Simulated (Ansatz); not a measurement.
# CH5OS+: single points off equilibrium

The task here is to estimate one member of a computed series from the others.

Method: single points in def2-TZVPP; program: Ansatz 0.2.0, Gaussian basis.

Cores are frozen in the correlated methods.

## Starting geometry

SMILES `C[SH+]O`, 8 atoms, charge 1, spin multiplicity 1.

Atoms are counted from 1 here; the program's logs count them from 0.

Bond lengths: C1–S2 1.871 Å, C1–H4 1.184 Å, C1–H5 0.967 Å, C1–H6 0.851 Å, S2–O3 1.653 Å, S2–H7 1.496 Å, O3–H8 0.876 Å. Angles: S2–C1–H4 102.0°, S2–C1–H5 113.7°, S2–C1–H6 101.8°, H4–C1–H5 105.8°, H4–C1–H6 103.6°, H5–C1–H6 127.0°, C1–S2–O3 95.4°, C1–S2–H7 81.9°, O3–S2–H7 81.2°, S2–O3–H8 105.2°.

As a file:

```xyz
8

C    -0.7359    0.7137   -0.0505
S     0.7587   -0.0760    0.7504
O     0.7928   -1.3928   -0.2482
H    -1.6283    0.1937    0.5288
H    -0.8511    0.4743   -0.9804
H    -0.7149    1.4990    0.2776
H     1.4512    0.5443   -0.4211
H     0.9471   -2.0762    0.2772
```

The first run:

run/in.yaml reads:

```yaml
crystal:
  periodic: [false, false, false]
  atoms:
    - {symbol: C, position_ang: [-0.735900, 0.713700, -0.050500]}
    - {symbol: S, position_ang: [0.758700, -0.076000, 0.750400]}
    - {symbol: O, position_ang: [0.792800, -1.392800, -0.248200]}
    - {symbol: H, position_ang: [-1.628300, 0.193700, 0.528800]}
    - {symbol: H, position_ang: [-0.851100, 0.474300, -0.980400]}
    - {symbol: H, position_ang: [-0.714900, 1.499000, 0.277600]}
    - {symbol: H, position_ang: [1.451200, 0.544300, -0.421100]}
    - {symbol: H, position_ang: [0.947100, -2.076200, 0.277200]}
basis:
  gaussian: {orbitals: def2-TZVPP}
total_charge: 1
correlation: {method: ccsd_t}
output: {forces: true}
```

The command line of these runs was not kept.

Among the steps run: CCSD(T)/def2-TZVPP; PBE0-D4/def2-TZVPP; wB97M-V/def2-TZVPP; r2SCAN-D4/def2-TZVPP; PBE-D4/def2-TZVPP; r2SCAN0-D4/def2-TZVPP; BLYP-D4/def2-TZVPP.

One table of the session follows, with a row left open; its other results are not shown here.

```
    method  RMS force component (eV/Å)  angle to CCSD(T) forces (°)
   CCSD(T)                       5.405                    reference
   PBE0-D4                       5.431                          1.4
   wB97M-V                       5.378                          1.2
 r2SCAN-D4                       5.367                          0.5
    PBE-D4                       5.405                          2.3
r2SCAN0-D4                       5.400                          2.4
   BLYP-D4                           ?                            ?
```

**Question.** Estimate the row for BLYP-D4.

The run gave: RMS force component (eV/Å): 5.294; angle to CCSD(T) forces (°): 2.9. In the column «RMS force component (eV/Å)» it is the lowest.
